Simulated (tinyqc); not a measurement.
UHF in the sto-6g basis, for NH3+, spin multiplicity 2, step by step (part 3 of 3). Computed by tinyqc, a small Python program that keeps every step (integrals from PySCF). Command: `OMP_NUM_THREADS=1 python tinyqc.py 25514 25515 out.jsonl` (the two numbers bound the seeds that draw the settings). One thread of a shared host (Intel(R) Xeon(R) Processor @ 2.60GHz), about 0.2 s of CPU time with the checks.

Geometry (angstrom):
```
atom         x         y        z
N      0.00000   0.00000  0.02000
H      0.97400   0.00000  0.00000
H     -0.48700   0.84400  0.00000
H     -0.48700  -0.84400  0.00000
```

## Iteration 2: diagonalisation and new density

F(alpha) (hartree), order 1N 1s, 1N 2s, 1N 2px, 1N 2py, 1N 2pz, 2H 1s, 3H 1s, 4H 1s:
$$\begin{pmatrix}
-15.29089 & -3.73295 & -0.00080 & -0.00019 & -0.00144 & -1.07380 & -1.07286 & -1.07285 \\
-3.73295 & -2.15460 & -0.00163 & -0.00611 & -0.00443 & -1.02014 & -1.01185 & -1.01293 \\
-0.00080 & -0.00163 & -0.74776 & -0.01747 & 0.03483 & -0.54767 & 0.27362 & 0.23343 \\
-0.00019 & -0.00611 & -0.01747 & -0.65653 & -0.01172 & -0.01261 & -0.48054 & 0.51067 \\
-0.00144 & -0.00443 & 0.03483 & -0.01172 & -0.56635 & 0.01377 & 0.00884 & 0.01721 \\
-1.07380 & -1.02014 & -0.54767 & -0.01261 & 0.01377 & -0.73919 & -0.36247 & -0.37406 \\
-1.07286 & -1.01185 & 0.27362 & -0.48054 & 0.00884 & -0.36247 & -0.73524 & -0.32449 \\
-1.07285 & -1.01293 & 0.23343 & 0.51067 & 0.01721 & -0.37406 & -0.32449 & -0.74591
\end{pmatrix}$$

F(beta) (hartree), order 1N 1s, 1N 2s, 1N 2px, 1N 2py, 1N 2pz, 2H 1s, 3H 1s, 4H 1s:
$$\begin{pmatrix}
-15.26686 & -3.70127 & 0.00330 & -0.00167 & -0.00817 & -1.06182 & -1.06430 & -1.06293 \\
-3.70127 & -2.00189 & -0.05026 & 0.00785 & 0.04310 & -0.97170 & -0.94230 & -0.95740 \\
0.00330 & -0.05026 & -0.47554 & -0.08050 & -0.27653 & -0.49157 & 0.18402 & 0.24869 \\
-0.00167 & 0.00785 & -0.08050 & -0.62167 & 0.12147 & -0.03101 & -0.45610 & 0.46409 \\
-0.00817 & 0.04310 & -0.27653 & 0.12147 & -0.07131 & -0.07990 & 0.12588 & 0.04423 \\
-1.06182 & -0.97170 & -0.49157 & -0.03101 & -0.07990 & -0.70341 & -0.36102 & -0.34032 \\
-1.06430 & -0.94230 & 0.18402 & -0.45610 & 0.12588 & -0.36102 & -0.67943 & -0.32194 \\
-1.06293 & -0.95740 & 0.24869 & 0.46409 & 0.04423 & -0.34032 & -0.32194 & -0.67695
\end{pmatrix}$$

X, order 1N 1s, 1N 2s, 1N 2px, 1N 2py, 1N 2pz, 2H 1s, 3H 1s, 4H 1s:
$$\begin{pmatrix}
-0.29268 & 0.00061 & 0.00000 & 0.97661 & 0.12246 & -0.00009 & 0.00000 & 0.13400 \\
1.53839 & -0.00244 & 0.00000 & -0.00933 & 0.01573 & -0.00020 & 0.00000 & 0.42439 \\
0.00238 & 1.10121 & 0.00000 & -0.00002 & 0.00000 & 0.63307 & 0.00000 & 0.00017 \\
0.00000 & 0.00000 & 1.10119 & 0.00000 & 0.00000 & 0.00000 & 0.63296 & 0.00000 \\
-0.02584 & 0.00004 & 0.00000 & -0.12829 & 0.99160 & 0.00000 & 0.00000 & -0.00710 \\
-0.69164 & -1.07039 & 0.00000 & -0.14347 & -0.01801 & 0.43362 & 0.00000 & 0.29696 \\
-0.68825 & 0.53688 & -0.92769 & -0.14358 & -0.01802 & -0.21699 & 0.37567 & 0.29673 \\
-0.68825 & 0.53688 & 0.92769 & -0.14358 & -0.01802 & -0.21699 & -0.37567 & 0.29673
\end{pmatrix}$$

Diagonalise F' = X^T F X, C = X C', fill 5 alpha and 4 beta electrons from the bottom; D(s) = C_occ C_occ^T. Each column has its largest component positive (the first on a tie).

F' = X^T F X (alpha) (hartree):
$$\begin{pmatrix}
0.04957 & 0.00935 & -0.01081 & 1.04099 & 0.10920 & 0.02310 & -0.01838 & -0.14686 \\
0.00935 & 0.36947 & -0.02334 & -0.00880 & 0.03689 & -0.11179 & 0.02073 & 0.00211 \\
-0.01081 & -0.02334 & 0.51288 & 0.00073 & -0.00523 & -0.05151 & 0.00440 & -0.00368 \\
1.04099 & -0.00880 & 0.00073 & -13.71858 & -1.70801 & 0.00484 & -0.00153 & -4.02907 \\
0.10920 & 0.03689 & -0.00523 & -1.70801 & -0.78850 & 0.02309 & -0.01090 & -0.53047 \\
0.02310 & -0.11179 & -0.05151 & 0.00484 & 0.02309 & -0.84035 & -0.00402 & -0.01423 \\
-0.01838 & 0.02073 & 0.00440 & -0.00153 & -0.01090 & -0.00402 & -0.85185 & 0.00436 \\
-0.14686 & 0.00211 & -0.00368 & -4.02907 & -0.53047 & -0.01423 & 0.00436 & -2.49307
\end{pmatrix}$$

orbital energies (alpha) (hartree): MO1 -15.29551, MO2 -1.34151, MO3 -0.85566, MO4 -0.85297, MO5 -0.56551, MO6 0.25379, MO7 0.37891, MO8 0.51804

coefficients C (alpha), order 1N 1s, 1N 2s, 1N 2px, 1N 2py, 1N 2pz, 2H 1s, 3H 1s, 4H 1s:
$$\begin{pmatrix}
0.99504 & -0.23114 & 0.00756 & -0.00373 & -0.00387 & -0.16938 & 0.00406 & 0.00776 \\
0.02562 & 0.85175 & -0.04504 & 0.02942 & 0.03218 & 1.34640 & -0.02922 & -0.05805 \\
0.00008 & 0.00755 & 0.72034 & -0.12223 & 0.02872 & -0.00761 & -1.02446 & -0.17073 \\
0.00004 & 0.00575 & 0.13346 & 0.61600 & -0.01639 & 0.03125 & -0.16198 & 1.09017 \\
-0.00004 & 0.00381 & -0.08312 & 0.05255 & 0.99344 & -0.05049 & -0.03505 & -0.00836 \\
-0.00553 & 0.11287 & 0.34455 & -0.04306 & 0.05094 & -0.72269 & 1.11119 & 0.16814 \\
-0.00547 & 0.09635 & -0.12797 & 0.37596 & -0.07862 & -0.81462 & -0.41254 & -0.95537 \\
-0.00544 & 0.10222 & -0.16800 & -0.38241 & -0.03072 & -0.73045 & -0.65501 & 0.87821
\end{pmatrix}$$

F' = X^T F X (beta) (hartree):
$$\begin{pmatrix}
0.13895 & -0.04049 & -0.00697 & 1.04342 & 0.13868 & -0.01612 & 0.02998 & -0.07193 \\
-0.04049 & 0.51758 & -0.00957 & 0.01542 & -0.12738 & 0.04397 & -0.05134 & -0.01516 \\
-0.00697 & -0.00957 & 0.51304 & -0.00739 & 0.05744 & -0.02702 & -0.02534 & -0.00392 \\
1.04342 & 0.01542 & -0.00739 & -13.68763 & -1.78251 & 0.04576 & -0.01209 & -4.03013 \\
0.13868 & -0.12738 & 0.05744 & -1.78251 & -0.30333 & -0.24347 & 0.10705 & -0.49771 \\
-0.01612 & 0.04397 & -0.02702 & 0.04576 & -0.24347 & -0.67379 & -0.06042 & -0.03239 \\
0.02998 & -0.05134 & -0.02534 & -0.01209 & 0.10705 & -0.06042 & -0.78722 & -0.00338 \\
-0.07193 & -0.01516 & -0.00392 & -4.03013 & -0.49771 & -0.03239 & -0.00338 & -2.39507
\end{pmatrix}$$

orbital energies (beta) (hartree): MO1 -15.27045, MO2 -1.21637, MO3 -0.81513, MO4 -0.75320, MO5 -0.00723, MO6 0.30219, MO7 0.51046, MO8 0.57227

coefficients C (beta), order 1N 1s, 1N 2s, 1N 2px, 1N 2py, 1N 2pz, 2H 1s, 3H 1s, 4H 1s:
$$\begin{pmatrix}
0.99567 & -0.22195 & 0.01015 & 0.00708 & -0.01405 & -0.17431 & 0.01997 & 0.02508 \\
0.02251 & 0.79699 & -0.05280 & -0.01289 & 0.06627 & 1.36098 & -0.14724 & -0.17348 \\
-0.00010 & 0.05501 & 0.25960 & 0.53789 & 0.08078 & 0.15650 & 0.43811 & 1.01525 \\
0.00010 & 0.00723 & 0.61474 & -0.22390 & -0.02896 & 0.06505 & 0.97966 & -0.46943 \\
0.00036 & -0.02320 & -0.00683 & 0.36802 & 0.89187 & -0.07770 & -0.00014 & -0.25092 \\
-0.00494 & 0.14786 & 0.15096 & 0.36282 & -0.43080 & -0.88407 & -0.35398 & -0.80773 \\
-0.00481 & 0.12209 & 0.26809 & -0.33381 & 0.34496 & -0.71646 & -0.56825 & 0.87538 \\
-0.00480 & 0.12811 & -0.38085 & -0.08547 & 0.04950 & -0.63149 & 1.14786 & 0.17927
\end{pmatrix}$$

D(alpha) after iteration 2, order 1N 1s, 1N 2s, 1N 2px, 1N 2py, 1N 2pz, 2H 1s, 3H 1s, 4H 1s:
$$\begin{pmatrix}
1.04361 & -0.17195 & 0.00412 & -0.00251 & -0.00559 & -0.02902 & -0.02978 & -0.02876 \\
-0.17195 & 0.73007 & -0.02869 & 0.01648 & 0.04051 & 0.08085 & 0.09622 & 0.08225 \\
0.00412 & -0.02869 & 0.53471 & 0.02041 & -0.03774 & 0.25577 & -0.13966 & -0.07439 \\
-0.00251 & 0.01648 & 0.02041 & 0.39756 & 0.00501 & 0.01927 & 0.21636 & -0.25690 \\
-0.00559 & 0.04051 & -0.03774 & 0.00501 & 0.99660 & 0.02013 & -0.04734 & -0.03626 \\
-0.02902 & 0.08085 & 0.25577 & 0.01927 & 0.02013 & 0.13594 & -0.05338 & -0.03142 \\
-0.02978 & 0.09622 & -0.13966 & 0.21636 & -0.04734 & -0.05338 & 0.17322 & -0.10998 \\
-0.02876 & 0.08225 & -0.07439 & -0.25690 & -0.03626 & -0.03142 & -0.10998 & 0.18589
\end{pmatrix}$$

D(beta) after iteration 2, order 1N 1s, 1N 2s, 1N 2px, 1N 2py, 1N 2pz, 2H 1s, 3H 1s, 4H 1s:
$$\begin{pmatrix}
1.04077 & -0.15511 & -0.00587 & 0.00314 & 0.00804 & -0.03363 & -0.03153 & -0.03768 \\
-0.15511 & 0.63866 & 0.02320 & -0.02380 & -0.02286 & 0.10509 & 0.08735 & 0.12321 \\
-0.00587 & 0.02320 & 0.35975 & 0.03955 & 0.19491 & 0.24248 & -0.10324 & -0.13779 \\
0.00314 & -0.02380 & 0.03955 & 0.42809 & -0.08676 & 0.01264 & 0.24043 & -0.21406 \\
0.00804 & -0.02286 & 0.19491 & -0.08676 & 0.13603 & 0.12906 & -0.12752 & -0.03183 \\
-0.03363 & 0.10509 & 0.24248 & 0.01264 & 0.12906 & 0.17632 & -0.06257 & -0.06954 \\
-0.03153 & 0.08735 & -0.10324 & 0.24043 & -0.12752 & -0.06257 & 0.19824 & -0.05791 \\
-0.03768 & 0.12321 & -0.13779 & -0.21406 & -0.03183 & -0.06954 & -0.05791 & 0.16879
\end{pmatrix}$$

## Iteration 11 (converged): orbitals

converged F(alpha) (hartree), order 1N 1s, 1N 2s, 1N 2px, 1N 2py, 1N 2pz, 2H 1s, 3H 1s, 4H 1s:
$$\begin{pmatrix}
-16.14432 & -3.89955 & -0.00002 & 0.00000 & 0.00037 & -1.12115 & -1.12007 & -1.12007 \\
-3.89955 & -2.46677 & -0.00017 & 0.00000 & 0.00326 & -1.17914 & -1.17840 & -1.17840 \\
-0.00002 & -0.00017 & -0.98189 & 0.00000 & 0.00000 & -0.67927 & 0.33935 & 0.33935 \\
0.00000 & 0.00000 & 0.00000 & -0.98187 & 0.00000 & 0.00000 & -0.58816 & 0.58816 \\
0.00037 & 0.00326 & 0.00000 & 0.00000 & -0.96384 & 0.01564 & 0.01563 & 0.01563 \\
-1.12115 & -1.17914 & -0.67927 & 0.00000 & 0.01564 & -0.93168 & -0.41213 & -0.41213 \\
-1.12007 & -1.17840 & 0.33935 & -0.58816 & 0.01563 & -0.41213 & -0.93102 & -0.41167 \\
-1.12007 & -1.17840 & 0.33935 & 0.58816 & 0.01563 & -0.41213 & -0.41167 & -0.93101
\end{pmatrix}$$

converged F(beta) (hartree), order 1N 1s, 1N 2s, 1N 2px, 1N 2py, 1N 2pz, 2H 1s, 3H 1s, 4H 1s:
$$\begin{pmatrix}
-16.11319 & -3.86236 & -0.00002 & 0.00000 & 0.00059 & -1.10998 & -1.10891 & -1.10891 \\
-3.86236 & -2.27080 & -0.00019 & 0.00000 & 0.01738 & -1.12493 & -1.12425 & -1.12425 \\
-0.00002 & -0.00019 & -0.90709 & 0.00000 & 0.00002 & -0.67411 & 0.33678 & 0.33678 \\
0.00000 & 0.00000 & 0.00000 & -0.90706 & -0.00001 & 0.00000 & -0.58370 & 0.58370 \\
0.00059 & 0.01738 & 0.00002 & -0.00001 & -0.18571 & 0.01505 & 0.01503 & 0.01503 \\
-1.10998 & -1.12493 & -0.67411 & 0.00000 & 0.01505 & -0.94362 & -0.39900 & -0.39900 \\
-1.10891 & -1.12425 & 0.33678 & -0.58370 & 0.01503 & -0.39900 & -0.94304 & -0.39857 \\
-1.10891 & -1.12425 & 0.33678 & 0.58370 & 0.01503 & -0.39900 & -0.39857 & -0.94304
\end{pmatrix}$$

As before.

F' = X^T F X (alpha) (hartree):
$$\begin{pmatrix}
-0.06741 & 0.00112 & 0.00000 & 1.13992 & 0.13677 & -0.00019 & 0.00000 & -0.19736 \\
0.00112 & 0.31903 & 0.00000 & -0.00319 & -0.00040 & -0.11813 & 0.00000 & 0.00000 \\
0.00000 & 0.00000 & 0.31883 & 0.00000 & 0.00000 & 0.00000 & -0.11828 & 0.00000 \\
1.13992 & -0.00319 & 0.00000 & -14.51685 & -1.75756 & 0.00197 & 0.00000 & -4.17722 \\
0.13677 & -0.00040 & 0.00000 & -1.75756 & -1.19183 & 0.00026 & 0.00000 & -0.54563 \\
-0.00019 & -0.11813 & 0.00000 & 0.00197 & 0.00026 & -1.09942 & 0.00000 & 0.00057 \\
0.00000 & 0.00000 & -0.11828 & 0.00000 & 0.00000 & 0.00000 & -1.09937 & 0.00000 \\
-0.19736 & 0.00000 & 0.00000 & -4.17722 & -0.54563 & 0.00057 & 0.00000 & -2.79996
\end{pmatrix}$$

orbital energies (alpha) (hartree): MO1 -16.14767, MO2 -1.63798, MO3 -1.10919, MO4 -1.10916, MO5 -0.96391, MO6 0.17351, MO7 0.32863, MO8 0.32880

coefficients C (alpha), order 1N 1s, 1N 2s, 1N 2px, 1N 2py, 1N 2pz, 2H 1s, 3H 1s, 4H 1s:
$$\begin{pmatrix}
0.99588 & -0.23039 & 0.00007 & 0.00000 & -0.00317 & -0.16586 & 0.00000 & 0.00033 \\
0.02132 & 0.86551 & -0.00036 & 0.00000 & 0.01887 & 1.34058 & -0.00001 & -0.00307 \\
0.00000 & 0.00022 & 0.72168 & 0.00315 & 0.00001 & -0.00166 & -0.00201 & -1.04527 \\
0.00000 & 0.00000 & -0.00315 & 0.72169 & 0.00000 & 0.00000 & 1.04518 & -0.00201 \\
-0.00015 & -0.00425 & -0.00001 & -0.00001 & 0.99975 & -0.03069 & 0.00000 & 0.00007 \\
-0.00451 & 0.09622 & 0.34392 & 0.00150 & -0.00661 & -0.75635 & 0.00213 & 1.10524 \\
-0.00450 & 0.09611 & -0.17328 & 0.29706 & -0.00661 & -0.75921 & -0.95659 & -0.54836 \\
-0.00450 & 0.09611 & -0.17069 & -0.29855 & -0.00662 & -0.75921 & 0.95448 & -0.55203
\end{pmatrix}$$

F' = X^T F X (beta) (hartree):
$$\begin{pmatrix}
0.05402 & 0.00094 & 0.00000 & 1.13205 & 0.14159 & -0.00013 & 0.00000 & -0.05584 \\
0.00094 & 0.34825 & 0.00000 & -0.00317 & -0.00040 & -0.05004 & 0.00000 & -0.00026 \\
0.00000 & 0.00000 & 0.34807 & 0.00000 & 0.00000 & 0.00000 & -0.05017 & 0.00000 \\
1.13205 & -0.00317 & 0.00000 & -14.48317 & -1.85343 & 0.00195 & 0.00000 & -4.16165 \\
0.14159 & -0.00040 & 0.00000 & -1.85343 & -0.42573 & 0.00027 & -0.00001 & -0.54141 \\
-0.00013 & -0.05004 & 0.00000 & 0.00195 & 0.00027 & -1.07227 & 0.00000 & 0.00055 \\
0.00000 & 0.00000 & -0.05017 & 0.00000 & -0.00001 & 0.00000 & -1.07225 & 0.00000 \\
-0.05584 & -0.00026 & 0.00000 & -4.16165 & -0.54141 & 0.00055 & 0.00000 & -2.71255
\end{pmatrix}$$

orbital energies (beta) (hartree): MO1 -16.11555, MO2 -1.48814, MO3 -1.07403, MO4 -1.07402, MO5 -0.18551, MO6 0.22177, MO7 0.34984, MO8 0.35002

coefficients C (beta), order 1N 1s, 1N 2s, 1N 2px, 1N 2py, 1N 2pz, 2H 1s, 3H 1s, 4H 1s:
$$\begin{pmatrix}
0.99658 & -0.21524 & 0.00008 & 0.00000 & -0.00565 & -0.18122 & 0.00000 & 0.00045 \\
0.01776 & 0.76232 & -0.00037 & 0.00000 & 0.03074 & 1.40167 & 0.00000 & -0.00387 \\
0.00000 & 0.00027 & 0.67139 & -0.00127 & 0.00001 & -0.00229 & 0.00077 & -1.07826 \\
0.00000 & 0.00000 & 0.00127 & 0.67139 & 0.00000 & 0.00000 & 1.07819 & 0.00076 \\
-0.00015 & -0.01051 & -0.00001 & 0.00001 & 0.99957 & -0.03473 & 0.00000 & 0.00009 \\
-0.00374 & 0.15294 & 0.39572 & -0.00075 & -0.00814 & -0.74648 & -0.00077 & 1.08808 \\
-0.00374 & 0.15276 & -0.19732 & 0.34310 & -0.00816 & -0.75009 & -0.93998 & -0.54174 \\
-0.00374 & 0.15277 & -0.19862 & -0.34235 & -0.00815 & -0.75009 & 0.94075 & -0.54041
\end{pmatrix}$$

D(alpha) after iteration 11, order 1N 1s, 1N 2s, 1N 2px, 1N 2py, 1N 2pz, 2H 1s, 3H 1s, 4H 1s:
$$\begin{pmatrix}
1.04487 & -0.17823 & 0.00000 & 0.00000 & -0.00233 & -0.02661 & -0.02662 & -0.02662 \\
-0.17823 & 0.74992 & -0.00007 & 0.00000 & 0.01518 & 0.08293 & 0.08303 & 0.08303 \\
0.00000 & -0.00007 & 0.52083 & 0.00000 & 0.00001 & 0.24822 & -0.12410 & -0.12410 \\
0.00000 & 0.00000 & 0.00000 & 0.52085 & 0.00000 & 0.00000 & 0.21493 & -0.21492 \\
-0.00233 & 0.01518 & 0.00001 & 0.00000 & 0.99951 & -0.00702 & -0.00702 & -0.00702 \\
-0.02661 & 0.08293 & 0.24822 & 0.00000 & -0.00702 & 0.12760 & -0.04984 & -0.04984 \\
-0.02662 & 0.08303 & -0.12410 & 0.21493 & -0.00702 & -0.04984 & 0.12757 & -0.04981 \\
-0.02662 & 0.08303 & -0.12410 & -0.21492 & -0.00702 & -0.04984 & -0.04981 & 0.12757
\end{pmatrix}$$

D(beta) after iteration 11, order 1N 1s, 1N 2s, 1N 2px, 1N 2py, 1N 2pz, 2H 1s, 3H 1s, 4H 1s:
$$\begin{pmatrix}
1.03951 & -0.14638 & 0.00000 & 0.00000 & 0.00211 & -0.03661 & -0.03662 & -0.03662 \\
-0.14638 & 0.58144 & -0.00005 & 0.00000 & -0.00802 & 0.11637 & 0.11646 & 0.11646 \\
0.00000 & -0.00005 & 0.45077 & 0.00000 & -0.00001 & 0.26573 & -0.13287 & -0.13287 \\
0.00000 & 0.00000 & 0.00000 & 0.45076 & 0.00000 & 0.00000 & 0.23010 & -0.23010 \\
0.00211 & -0.00802 & -0.00001 & 0.00000 & 0.00011 & -0.00161 & -0.00160 & -0.00161 \\
-0.03661 & 0.11637 & 0.26573 & 0.00000 & -0.00161 & 0.18000 & -0.05496 & -0.05496 \\
-0.03662 & 0.11646 & -0.13287 & 0.23010 & -0.00160 & -0.05496 & 0.18000 & -0.05492 \\
-0.03662 & 0.11646 & -0.13287 & -0.23010 & -0.00161 & -0.05496 & -0.05492 & 0.18000
\end{pmatrix}$$

Within a degenerate level the vectors are fixed only up to a rotation; this is one choice.

## Convergence

Stop when the energy changes by less than 1e-08 hartree and every element of the error matrix X^T (F D S - S D F) X (for each spin) is below 3e-05.

Course of the cycle:
```
iteration  E (hartree)     change  largest element of the error matrix
1          -37.5384923          -                             5.44e+00
2          -54.9199604  -1.74e+01                             4.18e-01
3          -55.6588312  -7.39e-01                             9.76e-02
4          -55.6945459  -3.57e-02                             6.95e-02
5          -55.7124688  -1.79e-02                             3.07e-02
6          -55.7159326  -3.46e-03                             7.60e-03
7          -55.7161891  -2.56e-04                             6.81e-04
8          -55.7161921  -2.97e-06                             2.60e-04
9          -55.7161925  -4.47e-07                             4.63e-05
10         -55.7161925  -2.91e-08                             1.55e-05
11         -55.7161925  -3.60e-09                             4.79e-06
```

PySCF UHF in the same basis, after a stability check = -55.7161925 hartree

Converged in 11 iterations.

## Populations, bond orders and dipole

overlap S, order 1N 1s, 1N 2s, 1N 2px, 1N 2py, 1N 2pz, 2H 1s, 3H 1s, 4H 1s:
$$\begin{pmatrix}
1.00000 & 0.22942 & 0.00000 & 0.00000 & 0.00000 & 0.06566 & 0.06560 & 0.06560 \\
0.22942 & 1.00000 & 0.00000 & 0.00000 & 0.00000 & 0.51979 & 0.51952 & 0.51952 \\
0.00000 & 0.00000 & 1.00000 & 0.00000 & 0.00000 & 0.45180 & -0.22573 & -0.22573 \\
0.00000 & 0.00000 & 0.00000 & 1.00000 & 0.00000 & 0.00000 & 0.39121 & -0.39121 \\
0.00000 & 0.00000 & 0.00000 & 0.00000 & 1.00000 & -0.00928 & -0.00927 & -0.00927 \\
0.06566 & 0.51979 & 0.45180 & 0.00000 & -0.00928 & 1.00000 & 0.19499 & 0.19499 \\
0.06560 & 0.51952 & -0.22573 & 0.39121 & -0.00927 & 0.19499 & 1.00000 & 0.19478 \\
0.06560 & 0.51952 & -0.22573 & -0.39121 & -0.00927 & 0.19499 & 0.19478 & 1.00000
\end{pmatrix}$$

Mulliken: Z minus the diagonal of D S on the atom; Loewdin: the same with S^(1/2) D S^(1/2); Mayer order: 2 sum_s sum (D(s) S)_ij (D(s) S)_ji over the two atoms.

Charges (e):
```
atom  Mulliken  Loewdin  Mulliken spin
1N    -0.20471  0.14438        1.22502
2H     0.40154  0.28511       -0.07498
3H     0.40158  0.28526       -0.07502
4H     0.40158  0.28526       -0.07502
```

Mayer bond orders:
```
pair    order
2-1   0.81921
3-1   0.81917
3-2   0.00697
4-1   0.81917
4-2   0.00697
4-3   0.00697
```

dipole moment about the origin, x y z (debye): [-0.00033, 0.00000, -0.00250]

<S^2> of the determinant (pure state: 0.75) = 0.76012
